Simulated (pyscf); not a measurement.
This saddle point was located with ωB97X-D3(BJ)/def2-SVP in PySCF.

```
Al
O 1 1.7121
H 2 0.9589 1 124.41
O 1 1.7128 2 125.29 3 58.09
H 4 0.9589 1 123.97 2 38.31
O 1 1.8165 2 116.45 3 -83.31
H 6 0.9647 1 121.07 2 139.37
H 6 1.3841 7 119.18 1 -96.09
S 8 1.5383 6 140.47 7 124.64
H 9 1.3486 8 94.42 6 86.05
```
Charge 0, spin multiplicity 1.

Surface: singlet, charge 0. Lowest wavenumbers (cm⁻¹): 870i, 123, 175, 190, 207.

### Question
Which two sides does it connect, and which bonds change?

### Answer
HO–Al(OH)–OH + H₂S ⇌ HO–Al(OH)–SH + H₂O, a four-centre exchange read from left to right: Al–O, H–S broken and Al–S, H–O formed. At ωB97M-D3(BJ)/def2-TZVP it lies -0.9 kcal/mol from the left side and -7.5 kcal/mol from the right (each side as separated species at their lowest minima found). On the reactant side the descent ends in an adduct with a Al–S contact, 14.0 kcal/mol under the separated species and 9.2 kcal/mol under the saddle at ωB97X-D3(BJ)/def2-TZVP. On the product side the descent ends in an adduct with a Al–O contact, 24.0 kcal/mol under the separated species and 15.5 kcal/mol under the saddle at ωB97X-D3(BJ)/def2-TZVP. At ωB97M-D3(BJ) the saddle lies under the separated reactants, which points to a path from their complex (located at ωB97X-D3(BJ) alone). At ωB97M-D3(BJ) the saddle lies under the separated products, which points to a path from their complex (located at ωB97X-D3(BJ) alone), and parting the products costs more than the saddle. What is counted as formed (Al–S) is already present as a longer contact in the reactant adduct; forming that adduct is a step of its own. What is counted as broken (Al–O) persists as a longer contact in the product adduct; parting that adduct is a step of its own. At ωB97X-D3(BJ)/def2-TZVP the barrier from the zero used here is -4.8 kcal/mol. One saddle was located; it need not be the lowest between these sides.
